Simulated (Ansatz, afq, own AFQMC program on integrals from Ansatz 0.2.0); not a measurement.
## Where AFQMC and coupled cluster stand for AlGeH₂, doublet

```yaml
atoms:
  - { symbol: Ge, position_ang: [0.0000, 0.0037, 0.7558] }
  - { symbol: Al, position_ang: [0.0000, -0.0825, -1.8832] }
  - { symbol: H, position_ang: [0.0000, 1.5212, -0.4532] }
  - { symbol: H, position_ang: [0.0000, 0.4197, -3.6047] }
```

Connectivity, by distances: Ge–AlH ··· H.

Basis cc-pVDZ. Noble-gas cores (and the filled d shells of Ga–Kr and In–Xe) are frozen. Ansatz 0.2.0 and our own AFQMC program on the same integrals; the CISD trial comes from CCSD amplitudes, and released means the phaseless constraint is let go. Uncertainties: one standard error, sampling alone. No spin–orbit coupling.

Determinant: UHF, the one that the program's search chose, which needn't be the lowest solution. The geometry is a point of a scan.

No full CI on the walks' own integrals is used here; CCSDT(Q) serves as the reference and is uncertain by about the last step of the cluster series.

Cautions: no relativity below Rb; no spin-orbit coupling; inner d shell frozen; higher spins were not checked; strong correlation (T1 0.052, weight of the determinant 0.82, largest double 0.11); unrestricted determinant spin contaminated (⟨S²⟩ 0.89 against 0.75).

* T1 diagnostic: 0.0516
* weight of the determinant in the CISD state: 0.816
* ⟨S²⟩ of the determinant: 0.887
* size of the correlated space: 9 electrons in 36 orbitals

| level | correlation energy (eV) |
| --- | --- |
| MP2 | -3.5801 |
| CCSD | -4.6428 |
| CCSD(T) | -4.8480 |

(1) Estimate where phaseless AFQMC with the Hartree–Fock trial lies against CCSD(T) on the same integrals.

(1) 46.4 ± 45.9 meV below CCSD(T). The gap is under twice the noise, so this walk alone can't tell the two apart.

Reference: CCSDT(Q), correlation energy -4.921 eV. The released energy is read at 2.40 1/Eh (meV from the phaseless value at times in 1/Eh: 2 ± 13 at 0.24, 2 ± 12 at 0.51, -10 ± 10 at 0.99, -5 ± 12 at 1.62, 5 ± 13 at 2.40).

| level | E − E(reference) (meV) | share of correlation (%) |
| --- | --- | --- |
| CCSD(T) | 72.5 | 98.53 |
| CCSDT | 16.7 | 99.66 |
| ph-AFQMC/HF | 26.1 ± 45.9 | 99.47 |
| ph-AFQMC/CISD | 6.2 ± 12.9 | 99.87 |
| released AFQMC | 10.8 ± 13.1 | 99.78 |

A walk keeps the symmetry of its determinant, which the program's search chose and which needn't be the lowest solution, so a lower state of the same spin and another symmetry isn't excluded. Released energies are given only where the last usable release times agree within the noise; a slower fall can still hide under it.
